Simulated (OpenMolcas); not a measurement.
## CH3Al (SMILES C[Al]): methods side by side

CH3Al: 5 atoms, total charge 0, spin state singlet. As SMILES, `C[Al]`. Geometry: relaxed at PBE0-D4/def2-TZVP.

Quantity: the electronic atomisation energy, in eV. The values are calculated. Electronic energies at fixed atoms, without zero-point motion or spin-orbit coupling.

```csv
level,kind,program,value (eV),CPU time (all runs)
HF/cc-pVTZ,Hartree–Fock,OpenMolcas,12.39,35 s
SVWN5/cc-pVTZ,LDA,OpenMolcas,18.39,47 s
BLYP/cc-pVTZ,GGA,OpenMolcas,16.24,65 s
r2SCAN/cc-pVTZ,meta-GGA,OpenMolcas,16.40,1.9 min
M06-2X/cc-pVTZ,hybrid meta-GGA,OpenMolcas,16.52,64 s
```

The values span 12.39 to 18.39 eV. Times are those of the runs behind each value, whatever else they computed, on shared processors of several kinds: orders of magnitude only.
